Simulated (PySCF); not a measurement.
**BP: bond curves at several levels of theory**

An exercise on one series of results from a longer session: the logs are not shown, and one member is left open.

Computed with PySCF 2.14.0. Level: B cc-pVTZ, P cc-pV(T+d)Z, no relativity.

Set-up of the first run:

Settings of the job:

```
atoms                         : B, P
charge                        : 0
basis                         : B cc-pVTZ, P cc-pV(T+d)Z
Hamiltonian                   : no relativity
basis functions               : 69
electrons treated             : 20
masses in u                   : 11.0093, 30.9738
levels                        : PBE0, PBE, r²SCAN, BLYP, LDA, r²SCANh, ωB97X, HF, MP2, SCS-MP2, CCSD, CCSD(T)
grid                          : 80 radial by 434 angular points
occupations                   : held fixed by the projection of orbital angular momentum
dissociation limit            : B + P, each in its ground configuration
starting distance in angstrom : 1.880
values of 2S to try           : 0, 2, 4
```

Command:

```
$ OMP_NUM_THREADS=1 python dia.py task.json out
```

Steps of the session up to this table: The job; The PBE0 curve of the state that the search chose; Higher solutions at PBE0; PBE; r²SCAN (meta-GGA); BLYP (GGA); LDA (local density); r²SCANh; ωB97X; ROHF; MP2 and coupled cluster.

One of the session's tables, all rows but one given; the rest of the session is left out.

Energy (eV) from each level's lowest point:

| R (Å) | ROHF | ROHF-MP2 | ROHF-SCS-MP2 | ROHF-CCSD | ROHF-CCSD(T) |
| --- | --- | --- | --- | --- | --- |
| 1.497 | 1.128 | 1.326 | 1.325 | n/a | n/a |
| 1.567 | 0.458 | 0.607 | 0.608 | 0.596 | 0.650 |
| 1.637 | 0.107 | 0.201 | 0.201 | 0.194 | 0.228 |
| 1.689 | 0.001 | 0.049 | 0.050 | 0.046 | 0.064 |
| 1.741 | 0.000 | 0.000 | 0.000 | 0.000 | 0.000 |
| 1.793 | 0.079 | 0.030 | 0.028 | 0.032 | 0.014 |
| 1.863 | ? | ? | ? | ? | ? |
| 1.950 | 0.611 | 0.433 | 0.416 | 0.421 | 0.352 |
| 2.054 | 1.072 | 0.854 | 0.817 | 0.803 | 0.710 |
| 2.194 | 1.664 | 1.495 | 1.422 | n/a | n/a |

Q: Estimate the row for R (Å) = 1.863 from the others.

Worked estimate for «ROHF». A straight line through the neighbours (1.793, 0.079) and (1.950, 0.611) gives 0.079 + (0.611 − 0.079) × (1.863 − 1.793) / (1.950 − 1.793) = 0.316; a parabola fitted to 4 rows on both sides gives 0.289.

**Answer.** ROHF: 0.275; ROHF-MP2: 0.162; ROHF-SCS-MP2: 0.156; ROHF-CCSD: 0.163; ROHF-CCSD(T): 0.121. In «ROHF» the line misses by +0.041 and the parabola by +0.014.
